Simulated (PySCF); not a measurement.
Identify the compound

An unknown has the formula C₂F₂. Its calculated NMR data are:

¹³C{¹H} NMR (computed): δ 52.5 (C, m, 2C).

Relativity neglected, fast rotation and ring inversion assumed for equivalent nuclei, single conformer, in vacuum. Geometry from PBE0-D3(BJ)/def2-TZVP; σ from GIAO-B97-2/pcSseg-2; J couplings at B3LYP/pcJ-2; PySCF 2.14.

Referencing at the same level of theory: ¹³C (185.38 ppm) against TMS.

Propose a structure and justify it.

Answers


1. The formula gives 2 degrees of unsaturation (no ring in the answer).
2. 1 carbon signal for 2 carbons: some carbons are equivalent by symmetry or fast rotation.
3. Carbon types of the structure: 2 × C.
4. δC 52.5: alkyne carbon; sp carbons lie upfield of alkene carbons because the cylindrical π system leaves one tensor component strongly shielded.

The compound is `FC#CF`.

Common functionals overestimate the size of one-bond C–F couplings by tens of Hz; these are unscaled. Shifts are as computed. Against solution values, carbons near 30 ppm lie about +3 ppm off and those near 130 ppm about +7 ppm. Of 1211 compounds with measured shifts, 218 miss one by over three times the rms of a fit or turn the order of signals round; such compounds aren't used in these exercises.
